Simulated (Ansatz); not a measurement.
```yaml
crystal:
  periodic: [false, false, false]
  atoms:
    - {symbol: Ge, position_ang: [-2.784409, 0.042944, -0.009754]}
    - {symbol: Si, position_ang: [-0.604565, -0.457081, 0.012106]}
    - {symbol: Ge, position_ang: [1.729797, -0.621091, -0.014534]}
    - {symbol: H, position_ang: [1.659178, 1.035228, 0.012182]}
basis:
  gaussian: {orbitals: def2-TZVP}
magnetization: {spin_polarized: true, initial_magnetization: 1}
hamiltonian: {xc: pbe0}
relax: {f_tol: 0.004, max_steps: 80}
```

```sh
$ ansatz run in.yaml --threads 1 --pin off --events-out ev --progress --plain --max-ram 2176MiB
```

Steps of the relaxation (energy above the last step; positions in Å, forces in eV/Å):

```
4
step 1, 221.8 meV
Ge   -2.784    0.043   -0.010   -0.264   -0.012   -0.004
Si   -0.605   -0.457    0.012    0.531    0.189    0.005
Ge    1.730   -0.621   -0.015   -0.114    0.484    0.006
H     1.659    1.035    0.012   -0.153   -0.661   -0.006
```

```
4
step 2, 158.3 meV
Ge   -2.746    0.048   -0.010   -0.131    0.019   -0.002
Si   -0.531   -0.367    0.014    0.415   -0.003   -0.001
Ge    1.774   -0.637   -0.016   -0.218   -0.039    0.001
H     1.503    0.957    0.012   -0.066    0.023    0.001
```

```
4
step 3, 144.4 meV
Ge   -2.713    0.058   -0.010    0.039    0.018    0.000
Si   -0.474   -0.340    0.014   -0.183    0.054    0.003
Ge    1.770   -0.649   -0.016    0.287   -0.216   -0.006
H     1.417    0.931    0.012   -0.142    0.143    0.003
```

```
4
step 7, 2.5 meV
Ge   -2.519    0.245   -0.008    0.030    0.020    0.000
Si   -0.306   -0.426    0.015    0.007   -0.018    0.000
Ge    1.917   -0.635   -0.015   -0.026    0.059    0.001
H     0.907    0.816    0.008   -0.012   -0.061   -0.001
```

```
4
step 9, 0.1 meV
Ge   -2.489    0.279   -0.007   -0.007   -0.001    0.000
Si   -0.303   -0.471    0.014   -0.010    0.012    0.000
Ge    1.926   -0.608   -0.013    0.005    0.016    0.000
H     0.866    0.801    0.006    0.012   -0.026    0.000
```

```
4
step 11, 0.0 meV
Ge   -2.493    0.276   -0.007    0.000    0.000    0.000
Si   -0.304   -0.467    0.014    0.000    0.000    0.000
Ge    1.925   -0.608   -0.014    0.000    0.000    0.000
H     0.871    0.800    0.007    0.000    0.000    0.000
```

Close pairs at the end: Si2–H4 1.728 Å, Ge3–H4 1.759 Å, Si2–Ge3 2.234 Å, Ge1–Si2 2.312 Å.

A stationary point of unrestricted PBE0 after 11 steps, with ⟨S²⟩ = 0.920 against 0.75 for a pure state; no frequencies were run, so it isn't proven a minimum. 3.1 min on 1 thread of Arm Neoverse V1, shared host.
